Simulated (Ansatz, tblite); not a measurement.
**(H2B-mu-SH)2 (B2H6S2): one state, many levels**

Aim: run the singlet of (H2B-mu-SH)2 (B2H6S2) at one geometry on many levels, and compare frontier levels, spin and run time.

Method: as each input shows; program: Ansatz 0.2.0, Gaussian basis.

The runs, in order: GFN1-xTB, GFN2-xTB, PBE-D4/def2-TZVP, r2SCAN-D4/def2-TZVP, ωB97X-V/def2-TZVP, B2PLYP/def2-TZVP, HF/def2-TZVP, LC-ωPBE/def2-TZVP, HSE06-D4/def2-TZVP, BLYP-D4/def2-TZVP, r2SCANh-D4/def2-TZVP, PBE-D4/def2-SVP, PBE0-D4/def2-SVP, HF/STO-3G, HF/6-31G, B3LYP-D4/6-31G, PBE0-D4/def2-TZVPD, PBE-D4/def2-TZVPD, r2SCAN-D4/def2-TZVPD, CCSD(T)/def2-TZVPP, MP2/def2-TZVP, RPA/def2-TZVP.

### 1 The structure

The singlet was relaxed beforehand with PBE-D4/def2-SVP.

10 atoms, charge 0, spin multiplicity 1.

Bond lengths: B1–H2 1.217 Å, B1–H3 1.216 Å, B1–S4 1.978 Å, B1–S8 1.978 Å, S4–B5 1.978 Å, S4–H9 1.367 Å, B5–H6 1.216 Å, B5–H7 1.217 Å, B5–S8 1.978 Å, S8–H10 1.367 Å. Angles: H2–B1–H3 117.8°, H2–B1–S4 105.9°, H2–B1–S8 105.9°, H3–B1–S4 113.7°, H3–B1–S8 113.7°, S4–B1–S8 97.6°, B1–S4–B5 80.0°, B1–S4–H9 98.6°, B5–S4–H9 98.6°, S4–B5–H6 113.7°, S4–B5–H7 105.9°, S4–B5–S8 97.6°, H6–B5–H7 117.8°, H6–B5–S8 113.7°, H7–B5–S8 105.9°, B1–S8–B5 80.0°, B1–S8–H10 98.6°, B5–S8–H10 98.6°.

PBE0-D4/def2-TZVP was run before; its log isn't repeated, and its numbers join the tables.

### 2 GFN1-xTB

Tight binding, by tblite at 300 K electronic temperature and without a spin-polarisation term:

```python
tblite.interface.Calculator('GFN1-xTB', numbers, positions, charge=0, uhf=0).singlepoint()
```

Energy -366.3042 eV, HOMO -11.72 eV, LUMO -5.50 eV; 0.004 s.

### 3 GFN2-xTB

Tight binding, by tblite at 300 K electronic temperature and without a spin-polarisation term:

```python
tblite.interface.Calculator('GFN2-xTB', numbers, positions, charge=0, uhf=0).singlepoint()
```

Energy -328.5568 eV, HOMO -11.25 eV, LUMO -5.32 eV; 0.003 s.

### 4 PBE-D4/def2-TZVP

start.molden holds the orbitals of an earlier run on this state, given as this run's starting guess.

File in.yaml:

```yaml
crystal:
  periodic: [false, false, false]
  atoms:
    - {symbol: B, position_ang: [1.244154, 0.088281, 0.391522]}
    - {symbol: H, position_ang: [1.403382, 0.329217, 1.574003]}
    - {symbol: H, position_ang: [2.235642, -0.044665, -0.299020]}
    - {symbol: S, position_ang: [-0.011950, 1.463114, -0.276628]}
    - {symbol: B, position_ang: [-1.290947, 0.032051, 0.203533]}
    - {symbol: H, position_ang: [-2.162965, -0.142237, -0.625191]}
    - {symbol: H, position_ang: [-1.633223, 0.261867, 1.348828]}
    - {symbol: S, position_ang: [0.008906, -1.455307, 0.315205]}
    - {symbol: H, position_ang: [0.092995, 1.204343, -1.614329]}
    - {symbol: H, position_ang: [0.114006, -1.736665, -1.017913]}
basis:
  gaussian: {orbitals: def2-TZVP, initial_orbitals: start.molden}
hamiltonian: {xc: pbe, dispersion: d4}
scf: {omitted_lower_state_checks: [starts]}
output: {orbitals: {seedname: orbitals}}
```

Run with:

```
ansatz run in.yaml --threads 4 --pin off --events-out ev --progress --plain --max-ram 3916MiB
```

Further steps of the session: r2SCAN-D4/def2-TZVP; ωB97X-V/def2-TZVP; B2PLYP/def2-TZVP; HF/def2-TZVP; LC-ωPBE/def2-TZVP; HSE06-D4/def2-TZVP; BLYP-D4/def2-TZVP; r2SCANh-D4/def2-TZVP; PBE-D4/def2-SVP; PBE0-D4/def2-SVP; HF/STO-3G; HF/6-31G; B3LYP-D4/6-31G; PBE0-D4/def2-TZVPD; PBE-D4/def2-TZVPD; r2SCAN-D4/def2-TZVPD; CCSD(T)/def2-TZVPP; MP2/def2-TZVP; RPA/def2-TZVP.

Before running them: what should the planned runs give, taken together? Wanted: gap in def2-TZVP, named functionals and Hartree-Fock, smallest and largest; correlation energy, CCSD(T)/def2-TZVPP; correlation energy, MP2/def2-TZVP; binding an atom, CCSD(T)/def2-TZVPP; PBE0 total energy, smallest basis above largest.

**Answer**, as computed:

| quantity | value |
| --- | --- |
| gap in def2-TZVP, named functionals and Hartree-Fock, smallest and largest | 5.77 eV (BLYP-D4), 13.87 eV (HF) |
| correlation energy, CCSD(T)/def2-TZVPP | -19.02 eV |
| correlation energy, MP2/def2-TZVP | -16.01 eV |
| binding an atom, CCSD(T)/def2-TZVPP | 3.246 eV |
| PBE0 total energy, smallest basis above largest | 8.96 eV (def2-SVP, def2-TZVPD) |

In words: Over the named functionals and Hartree-Fock in def2-TZVP the gap runs from 5.77 eV (BLYP-D4) to 13.87 eV (HF); exact exchange widens it. A small miss in a minimal or small basis is a cancelling of errors, not accuracy. The functionals in def2-TZVP miss CCSD(T)/def2-TZVPP by +0.062 (LC-ωPBE) to +0.149 eV (PBE-D4) an atom. CCSD(T)/def2-TZVPP isn't at the basis-set limit; small misses against it rank nothing.
